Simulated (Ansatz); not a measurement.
Reaction (substitution at a C–Cl bond): `ClCCCl` + `OCF` → `FCOCCCl` + HCl

Gas-phase electronic energies from Ansatz, PBE0-D4/def2-TZVP geometries. CBS: MP2 limit from def2 TZ/QZ plus the TZ coupled-cluster correction, frozen cores. This one scheme is used for every species. DFT in def2-TZVPP. One conformer a species, not always the lowest.

`ClCCCl`:

Z-matrix (Å, degrees):
```
C
C 1 1.506
Cl 1 1.781 2 109.2
H 1 1.088 2 111.4 3 118.8
H 1 1.088 2 111.3 3 -118.8
Cl 2 1.781 1 109.2 3 180.0
H 2 1.088 1 111.3 3 -61.3
H 2 1.088 1 111.3 3 61.2
```

`OCF`:

```xyz
6

O    -0.021   -1.039    0.300
C    -0.059    0.204   -0.273
F     1.140    0.868   -0.101
H    -0.017   -0.948    1.258
H    -0.832    0.850    0.160
H    -0.212    0.065   -1.344
```

`FCOCCCl`:

Cartesian coordinates in Å:
```
F -0.128 1.437 2.161
C -0.508 0.162 1.783
O 0.267 -0.300 0.762
C 0.058 0.347 -0.475
C 0.648 -0.490 -1.573
Cl -0.254 -2.005 -1.819
H -0.356 -0.499 2.637
H -1.567 0.226 1.499
H -1.015 0.503 -0.646
H 0.552 1.327 -0.477
H 1.676 -0.763 -1.337
H 0.626 0.057 -2.515
```

HCl:

Cartesian coordinates in Å:
```
Cl -0.486 0.330 -0.252
H 0.486 -0.330 0.252
```

| species | r2SCAN energy (Eh) |
| --- | --- |
| `ClCCCl` | -998.97012 |
| `OCF` | -214.96273 |
| `FCOCCCl` | -753.14166 |
| HCl | -460.78587 |

**Question.** Work out ΔE.

**Answer.** ΔE = (-753.14166) + (-460.78587) − (-998.97012) − (-214.96273) = 0.00532 Eh = +3.3 kcal/mol. CCSD(T)/CBS gives +3.6 kcal/mol.

Largest T1 diagnostic among the species: 0.011.
